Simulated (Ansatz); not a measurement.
We consider 1T (CdI2-type) CdI2, described by RPBE (PAW; Ansatz, a quantum-chemistry and plane-wave program).

Run with plane-wave cutoff 520 eV, 12×12×6 k mesh (along the axes of the cell as run), Fermi–Dirac smearing 0.01 eV, scalar-relativistic PAW data made under PBE.

Cell (measured lattice):

```xyz
3
Lattice="2.1220 -3.6754 0.0000 -4.2440 0.0000 0.0000 0.0000 0.0000 6.8590" Properties=species:S:1:pos:R:3 pbc="T T T"
Cd     0.0000     0.0000     0.0000
I     -2.1220    -1.2251     1.7093
I      0.0000    -2.4503     5.1497
```

Task: Give the computed band gap and smallest direct gap on the k points sampled.

Result: 
band gap: 2.46 eV
smallest direct gap on the k points sampled: 2.80 eV

Note: cell and atoms aren't relaxed at this level (pressure 3.5 GPa).

Spin–orbit coupling is not included; with these elements it can move the gap by several tenths of an eV or more.

Computed values are for the static lattice.

It cost very roughly 100 core-seconds of CPU time.
